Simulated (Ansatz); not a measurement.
## triplet SF(+): levels of theory in one basis

```xyz
2

S     0.0496   -0.0026   -0.7700
F     0.0146   -0.0084    0.7176
```

Basis set: def2-SVP (spherical functions). Left uncorrelated: 6 orbitals. Correlation on ROHF uses semicanonical orbitals with singles. Charge 1, multiplicity 3.

Computed with Ansatz (development build ahead of 0.2.0); each method stands on the lowest determinant of its kind that the runs found.

```tsv
method	E − E(ROHF) (eV)	<S²> of the determinant
ROHF	0.00	2.00
UHF	-0.19	2.02
ROHF-MP2	-7.73	–
UHF-MP2	-7.70	2.02
```

Question: What does ROHF-CCSD(T) give on the same scale?

Answer: -8.35 eV.
